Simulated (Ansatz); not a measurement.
hcp Sc, treated with PBEsol (plane waves, PAW; Ansatz, a quantum-chemistry and plane-wave program).

Settings: plane-wave cutoff 520 eV, 24×24×12 k mesh (along the axes of the cell as run), Fermi–Dirac smearing 0.024 eV (set by the program), scalar-relativistic PAW data made under PBE.

Computed at the level's own relaxed cell.

```yaml
crystal:
  lattice:
    - [3.27732, 0.00000, 0.00000]
    - [-1.63866, 2.83824, 0.00000]
    - [0.00000, 0.00000, 5.08488]
  atoms:
    - { symbol: Sc, position: [0.66667, 0.33333, 0.75000] }
    - { symbol: Sc, position: [0.33333, 0.66667, 0.25000] }
```

Problem. Give the elastic tensor (Voigt notation, GPa, ions relaxed, in the Cartesian axes of the cell as printed).

Solution. 
```
  106.7    38.9    30.1     0.0     0.0     0.0
   38.9   106.7    30.1     0.0     0.0     0.0
   30.1    30.1   104.8     0.0     0.0     0.0
    0.0     0.0     0.0    32.2     0.0     0.0
    0.0     0.0     0.0     0.0    32.2     0.0
    0.0     0.0     0.0     0.0     0.0    33.9
```

Measured, for comparison: elastic constant C11 99 GPa, elastic constant C44 28 GPa, elastic constant C33 107 GPa, elastic constant C13 29 GPa (temperature not stated, not corrected to a static lattice; as tabulated in Mehl and Papaconstantopoulos (1996), arXiv:mtrl-th/9602003). Computed (rounded) less measured: elastic constant C11 +8 %, elastic constant C44 +15 %, elastic constant C33 -2 %, elastic constant C13 +4 %. A static lattice is as a rule a little smaller and stiffer than an uncorrected measurement, which narrows the difference in the elastic constant C11, elastic constant C13 and would widen misses of the other sign.
